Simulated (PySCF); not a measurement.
**Nuclear quadrupole coupling in BH2F**

Compound: BH2F.
Cartesian coordinates in Å at the PBE0-D3(BJ)/def2-SVP level; atoms count from 1:
```xyz
4
BFH2 angstrom
B      0.024    0.039    0.000
H      1.231   -0.042    0.016
H     -0.587    1.082   -0.020
F     -0.668   -1.080    0.005
```

Field gradients from the PBE0/pcSseg-1 density (PySCF, non-relativistic), principal values in atomic units, ordered |Vxx| ≤ |Vyy| ≤ |Vzz|:

```csv
atom,Vxx,Vyy,Vzz
B1,-0.1318,-0.3830,0.5148
```

Problem. Find the asymmetry η = (Vxx − Vyy)/Vzz and the couplings χ = eQV/h (234.96 MHz × Q in barn × V in au), with Q(11B) = 0.04059 b.

Solution. 
| atom | environment | nucleus | η | χzz (MHz) | χxx (MHz) | χyy (MHz) |
| --- | --- | --- | --- | --- | --- | --- |
| B1 | boron bonded to F and 2 H | 11B | 0.49 | 4.910 | -1.257 | -3.653 |

The tensor is traceless: Vxx + Vyy + Vzz = 0.

Problem. What is Vzz at B1 in SI units (1 au = 9.71736 × 10²¹ V/m²)?

Solution. 0.5148 au = 5.003 × 10²¹ V/m².

Problem. What couplings would deuterons (Q(2H) = 0.00286 b) have in place of the hydrogens, at this geometry?

Solution. 
```json
{"atom": "H2", "bonded to": "B1", "bond length (Å)": "1.210", "Vzz (au)": "0.1937", "η": "0.08", "χzz (kHz)": "130"}
{"atom": "H3", "bonded to": "B1", "bond length (Å)": "1.209", "Vzz (au)": "0.1938", "η": "0.08", "χzz (kHz)": "130"}
```

Geometry: PBE0-D3(BJ)/def2-SVP; no solvent, vibrations or thermal averaging. These gradients aren't converged with respect to the basis.
